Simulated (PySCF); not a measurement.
Compound: C₄H₄F₂.
SMILES: `FCC#CCF`

All values: PBE0/def2-SVPD (PySCF, non-relativistic), on one gas-phase PBE0-D3(BJ)/def2-SVP geometry that isn't relaxed in the solvent. The solvent is an IEF-PCM continuum (van der Waals radii × 1.2), and excitations are vertical TDDFT with non-equilibrium linear response and a frozen core. Only the electrostatic response of the medium enters.

Gas-phase singlets (H = HOMO, L = LUMO):

```
state  E (eV)  λ (nm)      f  leading configurations
   S1   6.012     206  0.000                 H→L 92%
   S2   6.438     193  0.001    H-1→L 52%, H→L+1 44%
   S3   6.704     185  0.001             H-1→L+1 91%
   S4   7.592     163  0.010               H→L+2 97%
   S5   7.812     159  0.077   H-1→L+2 87%, H-1→L 8%
```

Task: How does the list change in chloroform (ε = 4.711)?

Result: 
```csv
state,E (eV),λ (nm),f,leading configurations,change by rank (eV)
S1,6.026,206,0.000,H→L 92%,+0.014
S2,6.459,192,0.002,"H-1→L 53%, H→L+1 44%",+0.021
S3,6.752,184,0.001,H-1→L+1 92%,+0.048
S4,7.616,163,0.020,H→L+2 97%,+0.024
S5,7.827,158,0.187,"H-1→L+2 76%, H-1→L 13%, H→L+1 8%",+0.015
```

Task: How do the frontier levels move from gas to chloroform?

Result: 
```tsv
orbital	gas (eV)	solvent (eV)	change (eV)
LUMO+2	0.67	0.84	+0.17
LUMO+1	0.17	0.29	+0.12
LUMO	-0.25	-0.15	+0.10
HOMO	-8.22	-8.13	+0.09
HOMO-1	-8.47	-8.40	+0.07
HOMO-2	-10.64	-10.58	+0.06
HOMO-3	-10.75	-10.70	+0.05
```

The HOMO–LUMO gap goes from 7.97 to 7.98 eV.
